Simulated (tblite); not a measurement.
Species: sulfuryl chloride, Cl2O2S.
InChI=1S/Cl2O2S/c1-5(2,3)4

Calculated harmonic vibrations of the isolated species, GFN2-xTB (tblite), most abundant isotopes, no scaling. The method is semi-empirical: single wavenumbers can be off by several per cent or more.

Harmonic wavenumbers (cm⁻¹): 165.9, 245.0, 296.2, 314.2, 344.7, 507.0, 508.5, 1137.4, 1319.3.

A = 3440, B = 2276, C = 1860 MHz; mass 133.900 u (most abundant isotopes); point group C2v, symmetry number 2.

Q: Zero-point energy?

A: Half the sum of the wavenumbers: 2419 cm⁻¹ = 6.92 kcal/mol.

Q: Entropy at 298.15 K, 1 bar (ideal gas, RRHO, classical rotation)?

A: Translation 40.61, rotation 26.11, vibration 9.57: S = 76.3 cal/(mol K).

Q: And Cp and H(298.15 K) − H(0)?

A: Cp = 19.37 cal/(mol K), of which vibrations give 11.42 (their classical limit is 9 R = 17.9); H(298.15 K) − H(0) = 4.11 kcal/mol without the zero-point energy, 1.74 from vibrations.

Q: Which modes carry the vibrational entropy at 298.15 K?

A: 165.9 cm⁻¹: 2.48; 245.0 cm⁻¹: 1.77; 296.2 cm⁻¹: 1.44; 314.2 cm⁻¹: 1.34; 344.7 cm⁻¹: 1.19; 507.0 cm⁻¹: 0.64 cal/(mol K); the other 3 give 0.72 together.

Q: How do the functions run with temperature in this model?

A: 
| T (K) | S (cal/(mol K)) | Cp (cal/(mol K)) | H − H(0) (kcal/mol) | G − H(0) (kcal/mol) | ln q(vib) |
| --- | --- | --- | --- | --- | --- |
| 50 | 52.7 | 8.5 | 0.40 | -2.23 | 0.01 |
| 100 | 59.4 | 11.4 | 0.90 | -5.04 | 0.16 |
| 373.15 | 80.8 | 20.7 | 5.62 | -24.54 | 2.61 |
| 500 | 87.1 | 22.2 | 8.35 | -35.20 | 3.78 |
| 750 | 96.5 | 23.9 | 14.14 | -58.21 | 5.79 |
| 1000 | 103.5 | 24.6 | 20.22 | -83.23 | 7.47 |

q(vib) and H(0) count from the zero-point level.

Q: What must be added to the electronic energy to get the Gibbs energy at 298.15 K and 1 bar?

A: ZPE + [H(298.15 K) − H(0)] − T·S = 6.92 + 4.11 − 22.75 = -11.72 kcal/mol.

Hindered rotation and anharmonicity are outside this model.

Time: under 0.1 s. Hardware: one thread of an Arm Neoverse V2, no GPU, on a shared host. The figure is for the frequency step alone.
